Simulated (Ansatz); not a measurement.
hcp against bcc along group 11 and 12

Computed with DFT, r2SCAN, plane waves (500 eV) with PAW, scalar-relativistic in Ansatz 0.2.0. (PAW data from PBE, frozen cores regenerated.)

Each structure is relaxed within its symmetry, in the lowest magnetic state of the tried starts. Differences under about 8 meV lie within the error of the k-point mesh. Some of these cells lie far above the measured volume under this functional.

| element | E(hcp) − E(bcc) (meV/atom) | V(hcp) (Å³/atom) | V(bcc) (Å³/atom) | state of hcp | state of bcc |
| --- | --- | --- | --- | --- | --- |
| Cu | -25 | 11.46 | 11.48 | spin not included | spin not included |
| Ag | -30 | 17.35 | 17.45 | spin not included | spin not included |
| Au | -12 | 17.56 | 17.58 | spin not included | spin not included |
| Zn | -100 | 14.37 | 14.43 | spin not included | spin not included |
| Cd | -87 | 22.19 | 22.12 | spin not included | spin not included |
| Hg | ? | ? | ? | ? | ? |

Question: Fill in the row of Hg.

Answer: E(hcp) − E(bcc) (meV/atom): 4; V(hcp) (Å³/atom): 27.76; V(bcc) (Å³/atom): 26.65; state of hcp: spin not included; state of bcc: spin not included.
